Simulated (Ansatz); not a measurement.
**Redistribution: C2H6O + SiH3(CN) → C2H8Si + HOCN**

Gas-phase species: C2H6O (ethanol) `CCO`, singlet; SiH3(CN) (silyl cyanide), singlet; C2H8Si `CC[SiH3]`, singlet; HOCN (cyanic acid) `N#CO`, singlet. The partners trade OH for SiH3; both sit on C, so the bond types are kept.

Shapes, held fixed at every level: PBE0-D4/def2-TZVP. Flexible molecules stand in one conformer, not always the lowest. Programs: Ansatz 0.2.0. The zero-point and thermal change to 298 K, harmonic and unscaled (PBE0-D4/def2-TZVP), is -3.2 kJ/mol.

Problem. Estimate ΔH(298 K) of this reaction.

Solution. The highest level, CCSD(T)/CBS estimate, gives ΔH(298 K) = +53.0 kJ/mol; the levels span +29.4 to +53.0. The column of differences is taken from that level and isn't an error. No measured value is set beside it here. The CBS estimate extrapolates MP2 from def2-TZVPP and def2-QZVPP and adds CCSD(T) − MP2 in the triple-zeta set, cores frozen. CCSD(T)/CBS estimate lies outside the range of the other correlated levels here, so it shouldn't be taken on trust.

| level | kind | ΔH(298 K) (kJ/mol) | less CCSD(T)/CBS estimate |
| --- | --- | --- | --- |
| PBE-D4/def2-TZVPP | GGA | +29.4 | -23.6 |
| r2SCAN-D4/def2-TZVPP | meta-GGA | +36.5 | -16.5 |
| B3LYP-D4/def2-TZVPP | global hybrid | +42.8 | -10.2 |
| wB97X-V/def2-TZVPP | range-separated hybrid | +44.5 | -8.5 |
| B2PLYP/def2-TZVPP | double hybrid | +49.2 | -3.8 |
| MP2/def2-SVP | perturbation theory | +39.5 | -13.5 |
| MP2/def2-TZVPP | perturbation theory | +49.6 | -3.4 |
| CCSD(T)/CBS estimate | coupled cluster or CI | +53.0 | 0.0 |
